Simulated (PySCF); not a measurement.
# UCISD/STO-3G run of BNH2 (SMILES B[N])

What is the vertical triplet–singlet gap of BNH2 at UCISD/STO-3G? Input form: a Python script.

The results are computed with PySCF 2.14.0.

11 further runs of the same task are left out: 4 that didn't finish, 7 set aside as unsound or not needed.

### Step 1. The molecule

The species is BNH2 (4 atoms), meant as a triplet with charge 0. As SMILES, `B[N]`. The shape is that of a GFN2-xTB optimisation.

Bond lengths: B1–N2 1.312 Å, B1–H3 1.184 Å, B1–H4 1.184 Å. Angles: N2–B1–H3 118.7°, N2–B1–H4 118.7°, H3–B1–H4 122.6°.

### Step 2. The energy at UCISD/STO-3G

File job.py:

```python
# B[N]
from pyscf import gto, scf, ci

molecule = gto.M(
    atom='''
B   -0.035750   0.006580  -0.023930
N    1.041780  -0.191660   0.697680
H   -1.056920  -0.473990   0.334600
H    0.050890   0.659060  -1.008340
''',
    basis='sto-3g',
    max_memory=1860,
    charge=0,
    verbose=3,
    spin=2,
)

myscf = scf.UHF(molecule)
myscf.conv_tol = 1e-10
myscf.kernel()
if not myscf.converged:
    myscf = myscf.newton().run(myscf.mo_coeff, myscf.mo_occ)

cisd = ci.CISD(myscf, frozen=2)
cisd.kernel()
etot = cisd.e_tot
print('Final energy', etot)
```

Started as:

```sh
$ OMP_NUM_THREADS=1 python job.py
```

What it wrote:

```text
WARN: HOMO -0.112894280473775 >= LUMO -0.243442783762761

converged SCF energy = -79.1871764508456  <S^2> = 2.0062017  2S+1 = 3.0041316
E(UCISD) = -79.25187837181606  E_corr = -0.06470192097045724
Final energy -79.25187837181606
```

It took 0.72 s on 1 thread of Arm Neoverse V1, shared host; peak memory 0.1 GiB.

### Step 3. The singlet

File input.py:

```python
from pyscf import gto, ci

system = gto.Mole()
system.atom = '''
B     -0.035750     0.006580    -0.023930
N      1.041780    -0.191660     0.697680
H     -1.056920    -0.473990     0.334600
H      0.050890     0.659060    -1.008340
'''
system.verbose = 4
system.max_memory = 1860
system.spin = 0
system.basis = 'sto-3g'
system.build()

mf = system.RHF()
mf.conv_tol = 1e-10
mf.kernel()
if not mf.converged:
    mf = mf.newton().run(mf.mo_coeff, mf.mo_occ)

cisd = ci.CISD(mf, frozen=2)
cisd.kernel()
energy = cisd.e_tot
print('E = %.10f Eh' % energy)
```

Started as:

```sh
$ OMP_NUM_THREADS=1 python input.py
```

What it wrote:

```text
PySCF version 2.14.0

[INPUT] num. atoms = 4
[INPUT] num. electrons = 14
[INPUT] charge = 0
[INPUT] spin (= nelec alpha-beta = 2S) = 0
[INPUT] symmetry False subgroup None
[INPUT] Mole.unit = angstrom
[INPUT] Symbol           X                Y                Z      unit          X                Y                Z       unit  Magmom
[INPUT]  1 B     -0.035750000000   0.006580000000  -0.023930000000 AA   -0.067557708953   0.012434397900  -0.045221146161 Bohr   0.0
[INPUT]  2 N      1.041780000000  -0.191660000000   0.697680000000 AA    1.968678882049  -0.362184909034   1.318424122587 Bohr   0.0
[INPUT]  3 H     -1.056920000000  -0.473990000000   0.334600000000 AA   -1.997289335575  -0.895711285783   0.632302361279 Bohr   0.0
[INPUT]  4 H      0.050890000000   0.659060000000  -1.008340000000 AA    0.096168162479   1.245442899656  -1.905486440444 Bohr   0.0

nuclear repulsion = 22.289479014901
number of shells = 8
number of NR pGTOs = 36
number of NR cGTOs = 12
basis = sto-3g
ecp = {}

******** <class 'pyscf.scf.hf.RHF'> ********
method = RHF
initial guess = minao
damping factor = 0
level_shift factor = 0
DIIS = <class 'pyscf.scf.diis.CDIIS'>
diis_start_cycle = 1
diis_space = 8
diis_damp = 0
SCF conv_tol = 1e-10
SCF conv_tol_grad = None
SCF max_cycles = 50
direct_scf = True
direct_scf_tol = 1e-13
Set gradient conv threshold to 1e-05
Initial guess from minao.
init E= -79.0802626369645
  HOMO = -0.243442783762761  LUMO = -0.112894280473775  gap/eV = 3.55241
cycle= 1 E= -79.1041732475695  delta_E= -0.0239  |g|= 0.339  |ddm|= 2.46
  HOMO = -0.325848768598796  LUMO = 0.18462412979478  gap/eV = 13.89068
cycle= 2 E= -79.1521248016494  delta_E= -0.048  |g|= 0.193  |ddm|= 0.554
  HOMO = -0.393298066825753  LUMO = 0.129544284174235  gap/eV = 14.22727
cycle= 3 E= -79.1654589364822  delta_E= -0.0133  |g|= 0.0504  |ddm|= 0.252
  HOMO = -0.404705453127878  LUMO = 0.149105984070458  gap/eV = 15.06998
cycle= 4 E= -79.1680727056347  delta_E= -0.00261  |g|= 0.0129  |ddm|= 0.124
  HOMO = -0.402095321986027  LUMO = 0.153780304449961  gap/eV = 15.12615
cycle= 5 E= -79.1682701823045  delta_E= -0.000197  |g|= 0.00323  |ddm|= 0.0338
  HOMO = -0.403786407317029  LUMO = 0.154258320669105  gap/eV = 15.18517
cycle= 6 E= -79.1682825307764  delta_E= -1.23e-05  |g|= 0.000681  |ddm|= 0.0111
  HOMO = -0.403695198456217  LUMO = 0.154493036997047  gap/eV = 15.18908
cycle= 7 E= -79.1682828857796  delta_E= -3.55e-07  |g|= 0.000103  |ddm|= 0.00234
  HOMO = -0.403684747371281  LUMO = 0.154495787537587  gap/eV = 15.18887
cycle= 8 E= -79.168282889264  delta_E= -3.48e-09  |g|= 4.44e-06  |ddm|= 0.00017
  HOMO = -0.403685136891402  LUMO = 0.154496422226369  gap/eV = 15.18889
cycle= 9 E= -79.168282889275  delta_E= -1.1e-11  |g|= 3.67e-07  |ddm|= 1.15e-05
  HOMO = -0.40368519121281  LUMO = 0.154496536401237  gap/eV = 15.18890
Extra cycle  E= -79.1682828892751  delta_E= -7.11e-14  |g|= 1.62e-07  |ddm|= 6.66e-07
converged SCF energy = -79.1682828892751

******** <class 'pyscf.ci.cisd.RCISD'> ********
CISD nocc = 5, nmo = 10
frozen orbitals 2
max_cycle = 50
direct = 0
conv_tol = 1e-09
max_cycle = 50
max_space = 12
lindep = 0
nroots = 1
Init t2, MP2 energy = -0.080156802592672
RCISD converged
E(RCISD) = -79.2765004422761  E_corr = -0.1082175530010256
E = -79.2765004423 Eh
```

Wall time 0.76 s (1 thread of Arm Neoverse V1, shared host); peak memory 0.12 GiB.

### Step 4. Results

At UCISD/STO-3G, 2 core orbitals frozen:

| quantity | value |
| --- | --- |
| triplet: total energy | -79.25188 Eh |
| triplet: dipole moment (Hartree–Fock density) | 0.88 D |
| triplet: HOMO energy (Hartree–Fock orbitals) (highest over α and β) | -10.41 eV |
| triplet: LUMO energy (Hartree–Fock orbitals) (lowest over α and β) | 3.13 eV |
| triplet: correlation energy (2 core orbitals frozen) | -64.7 mEh |
| triplet: ⟨S²⟩ of the reference determinant | 2.006 |
| singlet: total energy | -79.27650 Eh |
| singlet: dipole moment (Hartree–Fock density) | 0.67 D |
| singlet: HOMO energy (Hartree–Fock orbitals) | -10.98 eV |
| singlet: LUMO energy (Hartree–Fock orbitals) | 4.20 eV |
| singlet: HOMO–LUMO gap (Hartree–Fock orbitals) | 15.19 eV |
| singlet: correlation energy (2 core orbitals frozen) | -108.2 mEh |
| vertical energy of the singlet above the triplet | -0.670 eV |

At this shape the singlet lies 0.67 eV (64.6 kJ/mol) below the triplet. In a minimal basis such a difference can be off by several eV, whatever the method.
